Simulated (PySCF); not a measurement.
# Reproducing measurements on ethyleneimine

**The experiment to reproduce.**

From NIST CCCBDB Release 22 (SRD 101), experimental dipoles, for the gas: dipole moment 1.89 ± 0.01 D.

The results are set against them at the end.

Compound: ethyleneimine, C2H5N.
Numbering: `[CH2:1]1[CH2:2][NH:3]1` (hydrogens: H4, H5 on C1; H6, H7 on C2; H8 on N3)

Structure used (GFN2-xTB), in Å, numbered top down from 1:
```xyz
8
C2H5N angstrom
C      0.7808   -0.0659    0.0324
C     -0.6492   -0.4353    0.0012
N     -0.1959    0.8115   -0.5685
H      1.2324    0.2005    0.9816
H      1.4584   -0.5337   -0.6686
H     -0.9860   -1.1654   -0.7218
H     -1.2118   -0.4312    0.9283
H     -0.4196    1.6289   -0.0091
```

The PySCF runs (gas phase, on this GFN2-xTB geometry; no spin–orbit coupling):

```csv
level,job,basis functions,wall time
PBE0/def2-SVPD,"8 singlets by full TDDFT, 3 Tamm–Dancoff triplets, polarisability",100,2.8 s
```

Hardware: an x86-64 server with one thread, shared host.

Results beside the measurements:

**Dipole moment.** Measured: 1.89 D (NIST CCCBDB Release 22 (SRD 101), experimental dipoles).

| level | computed (D) | computed − measured (D) | % (from the printed values) |
| --- | --- | --- | --- |
| PBE0/def2-SVPD | 1.58 | -0.31 | -16 |

The computed dipoles belong to one fixed geometry; measured ones are averaged over vibrations unless marked μe. Magnitudes are compared, not signs.

No measured geometry was used, and the causes of the misses weren't examined.
